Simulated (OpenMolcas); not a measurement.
**triplet C2H3FO: levels of theory compared**

We compute a comparison of 6 runs (UHF/aug-cc-pVDZ, UB3LYP/6-31G*, U-revPBE/aug-cc-pVDZ, UBHLYP/aug-cc-pVDZ, UTPSS/aug-cc-pVDZ, ROMP2/aug-cc-pVDZ) of triplet C2H3FO. 

The results are computed with OpenMolcas 26.06.

## 1. The molecule

C2H3FO has 7 atoms, charge 0, and is taken as a triplet. SMILES of the parent species: `CC(=O)F`. The coordinates come from a PBE0-D4/def2-TZVP relaxation. That shape belongs to the parent species and isn't relaxed for this state.

Bond lengths: C1–C2 1.488 Å, C2–O3 1.179 Å, C2–F4 1.351 Å, C1–H5 1.087 Å, C1–H6 1.092 Å, C1–H7 1.092 Å. Angles: C1–C2–O3 129.2°, C1–C2–F4 110.5°, O3–C2–F4 120.2°, C2–C1–H5 109.9°, C2–C1–H6 109.4°, C2–C1–H7 109.4°, H5–C1–H6 110.4°, H5–C1–H7 110.4°, H6–C1–H7 107.3°.

## 2. The energy at UHF/aug-cc-pVDZ (run 1)

Input file mol.input:

```
>>> EXPORT MOLCAS_PRINT=2

&GATEWAY
 BasLib = $CurrDir
 Coord
 7
 angstrom
 C        0.485310       0.015050       0.443640
 C       -0.694890      -0.034350      -0.460580
 O       -1.835410      -0.165690      -0.191770
 F       -0.310690       0.097630      -1.749400
 H        0.165320      -0.091900       1.476660
 H        1.180650      -0.783140       0.176830
 H        1.009710       0.962410       0.304610
 Basis = aug-cc-pVDZ
 Group = NoSym

&SEWARD

&SCF
 UHF
 Spin = 3
 Thresholds = 1e-10 1e-07 1e-07 1e-05
 PrOrbitals = 1
```

The basis set aug-cc-pVDZ is read from a file made from the Basis Set Exchange's data (not shown).

Launch:

```
export MOLCAS_MEM=1860
pymolcas mol.input > mol.log
```

Standard output:

```text
--- Start Module: gateway ---
[...]
--- Stop Module: gateway /rc=_RC_ALL_IS_WELL_ ---
--- Start Module: seward ---
[...]
      Basis functions          119
--- Stop Module: seward /rc=_RC_ALL_IS_WELL_ ---
[...]
--- Start Module: scf ---
[...]
       Convergence after  23 Iterations
[...]
::    Total SCF energy                               -251.6640807070
[...]
      Total spin, S                                     1.0066547609
[...]
      Dipole Moment (debye):
      Origin of the operator (angstrom)=   -0.5708   -0.0151   -0.5568
                   X=  6.8991E-01               Y= -4.6379E-02               Z=  1.5569E+00           Total=  1.7035E+00
      Quadrupole Moment (debye*angstrom):
[...]
--- Stop Module: scf /rc=_RC_ALL_IS_WELL_ ---
[...]
```

It took 27 s on 1 thread of Arm Neoverse V1, shared host; peak memory 0.75 GiB.

## 3. The energy at UB3LYP/6-31G(d) (Cartesian functions) (run 2)

Input file mol.xyz:

```xyz
7

C      0.485310     0.015050     0.443640
C     -0.694890    -0.034350    -0.460580
O     -1.835410    -0.165690    -0.191770
F     -0.310690     0.097630    -1.749400
H      0.165320    -0.091900     1.476660
H      1.180650    -0.783140     0.176830
H      1.009710     0.962410     0.304610
```

Input file mol.input:

```
* C2H3FO Kohn-Sham DFT

&GATEWAY
 BasLib=$CurrDir
 Coord=mol.xyz
 Basis=6-31Gs
 Group=NoSym

&SEWARD
 GridInput
 Grid=UltraFine
 End of Grid

&SCF
 UHF
 Spin=3
 KSDFT=B3LYP
 Thresholds=1e-10 1e-07 1e-07 1e-05
 PrOrbitals=1 2
```

The basis set 6-31G* is read from a file made from the Basis Set Exchange's data (not shown).

Launch:

```
export MOLCAS_MEM=1860
pymolcas mol.input > mol.log
```

Standard output:

```text
--- Start Module: gateway ---
[...]
--- Stop Module: gateway /rc=_RC_ALL_IS_WELL_ ---
--- Start Module: seward ---
[...]
      Basis functions           66
--- Stop Module: seward /rc=_RC_ALL_IS_WELL_ ---
[...]
--- Start Module: scf ---
[...]
       Convergence after  21 Iterations
[...]
::    Total KS-DFT energy                            -252.8883891442
[...]
      Total spin, S                                     1.0016824208
[...]
      Total electronic charge=   32.000000
      Total            charge=   -0.000000
[...]
      Dipole Moment (debye):
      Origin of the operator (angstrom)=   -0.5708   -0.0151   -0.5568
                   X=  1.0030E+00               Y=  1.2311E-02               Z=  1.1739E+00           Total=  1.5441E+00
      Quadrupole Moment (debye*angstrom):
[...]
--- Stop Module: scf /rc=_RC_ALL_IS_WELL_ ---
[...]
```

Wall time 35 s (1 thread of Arm Neoverse V1, shared host); peak memory 0.41 GiB.

Runs 3 to 5 aren't shown in full; the table further down has their settings and results.

## 4. A single-point energy at ROMP2/aug-cc-pVDZ (run 6)

Input file geom.xyz:

```xyz
7

C      0.485310     0.015050     0.443640
C     -0.694890    -0.034350    -0.460580
O     -1.835410    -0.165690    -0.191770
F     -0.310690     0.097630    -1.749400
H      0.165320    -0.091900     1.476660
H      1.180650    -0.783140     0.176830
H      1.009710     0.962410     0.304610
```

Input file test.input:

```
>>> EXPORT MOLCAS_PRINT=2

&GATEWAY
  BasLib=$CurrDir
  Coord=geom.xyz
  Basis=aug-cc-pVDZ
  Group=NoSym

&SEWARD

&SCF
  UHF
  Spin=3
  Thresholds=1e-10 1e-07 1e-07 1e-05
  PrOrbitals=1

&RASSCF
  FileOrb=$Project.UnaOrb
  Spin=3
  Nactel=2 0 0
  Inactive=15
  Ras2=2
  OutOrbitals=Canonical
  OrbListing=Nothing

&CASPT2
  IPEA=0.0
  Frozen=4
```

The basis set aug-cc-pVDZ is read from a file made from the Basis Set Exchange's data (not shown).

Launch:

```
export MOLCAS_MEM=1860
pymolcas test.input > test.log
```

Standard output:

```text
--- Start Module: gateway ---
[...]
--- Stop Module: gateway /rc=_RC_ALL_IS_WELL_ ---
[...]
      Basis functions          119
[...]
       Convergence after  23 Iterations
[...]
::    Total SCF energy                               -251.6640807070
[...]
      Total spin, S                                     1.0066547609
[...]
--- Start Module: rasscf ---
[...]
      Number of active orbitals                  2
[...]
      Spin quantum number                      1.0
[...]
      Active orbitals                            2
[...]
      Number of CSFs                             1
[...]
      Number of root(s) required                 1
[...]
      Convergence after 10 iterations
[...]
      printout of CI-coefficients larger than  0.05 for root  1
      energy=    -251.654409
      conf/sym  11     Coeff  Weight
             1  uu   1.00000 1.00000
      Natural orbitals and occupation numbers for root  1
      sym 1:   1.000000   1.000000
      ************************************************************************************************************************
      *                                                    Final results                                                     *
[...]
::    RASSCF root number  1 Total energy:   -251.65440924
[...]
      Total electronic charge=   32.000000
      Total            charge=   -0.000000
[...]
      Dipole Moment (debye):
      Origin of the operator (angstrom)=   -0.5708   -0.0151   -0.5568
                   X=  6.8546E-01               Y= -4.5675E-02               Z=  1.5413E+00           Total=  1.6875E+00
      Quadrupole Moment (debye*angstrom):
[...]
--- Stop Module: rasscf /rc=_RC_ALL_IS_WELL_ ---
[...]
--- Start Module: caspt2 ---
[...]
 ###    WARNING: User changed nr of frozen orbitals.                         ###
 ###############################################################################
[...]
      E2 (Variational):          -0.6383001194
      Total energy:            -252.2927093615
[...]
      Reference weight:           0.84553
[...]
::    CASPT2 Root  1     Total energy:   -252.29270936
[...]
--- Stop Module: caspt2 /rc=_RC_ALL_IS_WELL_ ---
[...]
```

It took 43 s on 1 thread of Arm Neoverse V1, shared host; peak memory 0.75 GiB.

## 5. The series

```csv
run,level,Cartesian functions,integration grid,energy (Eh),dipole moment (D),HOMO energy (eV),⟨S²⟩,wall time
1,UHF/aug-cc-pVDZ,no,–,-251.664081,1.70,-7.47,2.020,27 s
2,UB3LYP/6-31G* (Cartesian functions),yes,UltraFine,-252.888389,1.54,-2.81,2.005,35 s
3,U-revPBE/aug-cc-pVDZ,no,UltraFine,-252.854479,1.61,-2.01,2.004,2.2 min
4,UBHLYP/aug-cc-pVDZ,no,UltraFine,-252.811815,1.69,-4.98,2.010,1.8 min
5,UTPSS/aug-cc-pVDZ,no,UltraFine,-252.962876,1.67,-2.17,2.005,3.2 min
6,ROMP2/aug-cc-pVDZ,no,–,-252.292709,–,–,–,43 s
```

## 6. Results

| quantity | value |
| --- | --- |
| run 6: total energy | -252.29271 Eh |

In words: Over runs 1, 2, 3, 4, 5 the dipole moment (its size) runs from 1.54 D (UB3LYP/6-31G*) to 1.70 D (UHF/aug-cc-pVDZ). The two ends differ in method and basis. Totals of different functionals can't be ranked against each other. All runs together took 8.9 min, the longest 3.2 min.
